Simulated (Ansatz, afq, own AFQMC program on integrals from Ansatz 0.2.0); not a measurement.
AFQMC on a folder of integrals that Ansatz 0.2.0 wrote.

```yaml
crystal:
  periodic: [false, false, false]
  atoms:
    - {symbol: Mn, position_ang: [0.000000, 0.000000, 0.000000]}
basis:
  gaussian: {orbitals: def2-TZVPP}
magnetization: {spin_polarized: true, initial_magnetization: 7}
correlation: {method: ccsd_t, electrons: outside_noble_gas, hamiltonian_folder: ham}
```

```sh
$ ansatz run in.yaml --threads 1 --pin off --events-out ev --progress --plain --max-ram 16896MiB --backend cuda --devices 0, --max-vram 18GiB
```

afq runs on the folder ham with

```
--method phaseless --trial hf --walkers 3800 --populations 20 --least-time 40 --time-step 0.005 --steps-per-block 20 --equilibration-blocks 160 --max-blocks 4000 --target-error 0.0008 --factor-cut 1e-05 --start spin_pure --seed 8377 --taylor-order 6
```

Times are imaginary, in 1/Eh. The walk had a cap of 98 s. With eight or more populations the least sampling time is a fifth of least-time, and the error comes from their spread.

afq prints:

```
orbitals 55  electrons 7 0  factors 432 of 455
reference energy -1149.80163815 Eh
CCSD correlation -0.09654520 Eh in 8 cycles, weight of the determinant in the CISD state 0.9724
energy of the start -1149.801638 Eh
 block  time / (1/Eh)  mean weight  energy / Eh
     1     0.100  1.0010  -1149.844745
     2     0.200  1.0009  -1149.864395
     3     0.300  1.0013  -1149.876336
     4     0.400  1.0008  -1149.883399
     5     0.500  1.0006  -1149.887365
     8     0.800  1.0000  -1149.892951
    13     1.300  0.9999  -1149.895660
    31     3.100  0.9997  -1149.899166
    49     4.900  1.0003  -1149.900974
    67     6.700  0.9999  -1149.898890
    79     7.900  1.0001  -1149.895919
    85     8.500  0.9999  -1149.899197
   103    10.300  1.0000  -1149.899871
   121    12.100  0.9999  -1149.899329
   139    13.900  1.0001  -1149.899237
   157    15.700  1.0002  -1149.900088
   175    17.500  0.9998  -1149.899110
   193    19.300  1.0001  -1149.902133
   205    20.500  1.0001  -1149.906040
   211    21.100  1.0004  -1149.901718
   229    22.900  0.9992  -1149.898280
   235    23.500  1.0002  -1149.901707
error from the spread of 20 populations
energy -1149.900420 +/- 0.000428 Eh
(rows thinned)
```

The run passed its tests (sampling time, drift between the halves within three errors, error under three times the target), which doesn't prove that it has relaxed.

Against this walk (error 11.6 meV) on the same determinant: CCSD(T) 19.6 meV higher (within the noise), CCSDT(Q) 15.8 meV higher (within the noise), a separate phaseless walk with a CISD trial and standard settings 16.1 ± 11.7 meV higher (within the noise). The error is statistical and leaves out the bias of the constraint.

Cautions: constraint bias not in the error; no relativity below Rb; outer-core shells of the metal frozen; another spin lies lower (by 2.24 eV).

The walk took 50 s on 1 × NVIDIA H100 80GB HBM3 with 2 threads of AMD EPYC 7R13 Processor (Zen 3), on a shared host (the card was shared). The log's last line is the phaseless energy.

CCSDT and higher add their correlation energy to the determinant of the CCSD(T) run, since their own runs factorise the integrals more tightly (a shift of under 2 meV). A walk keeps the symmetry of its determinant, which the program's search chose and which needn't be the lowest solution, so a lower state of the same spin and another symmetry isn't excluded.
